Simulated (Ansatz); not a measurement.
Zinc-blende HgS (metastable phase), treated with LDA (Ansatz, a quantum-chemistry and plane-wave program, plane waves, PAW).

Run with plane-wave cutoff 520 eV, 10×10×10 k mesh, Fermi–Dirac smearing 0.01 eV, scalar-relativistic PAW data made under PBE.

Equation-of-state points:

```csv
V (Å³/atom),E − E_lowest (meV/atom),P (GPa)
23.068,20.92,4.84
23.559,8.91,3.03
24.050,2.13,1.42
24.541,0.00,-0.01
25.032,2.00,-1.28
25.523,7.67,-2.41
26.013,16.61,-3.41
```

Question: Estimate the bulk modulus from the pressures at 24.050 and 25.032 Å³/atom, and compare it with a fit to all energies.

Answer: B = −V dP/dV. Between V = 24.050 and 25.032 Å³/atom, dP/dV = (-1.28 − (1.42))/(25.032 − 24.050) = -2.75 GPa per Å³/atom; at the midpoint 24.541 Å³/atom this gives B ≈ 67.5 GPa. The third-order Birch–Murnaghan fit gives V0 = 24.539 Å³/atom, B0 = 67.4 GPa, B′ = 4.9, which lies within 1 % of that estimate.

Measured, for comparison: equilibrium volume per atom 24.91 Å³/atom (295 K, no zero-point or thermal correction; as tabulated in Cardona et al. (2009), arXiv:0908.2634). Computed (rounded) less measured: equilibrium volume per atom -1.5 %. A static lattice is as a rule a little smaller and stiffer than an uncorrected measurement, which narrows the difference in the equilibrium volume per atom and would widen misses of the other sign.

Spin–orbit coupling is not included; it can open a gap where bands touch, and shift volumes and moduli.

Static lattice: no zero-point or thermal effects.

It cost roughly 40 core-seconds of CPU time.
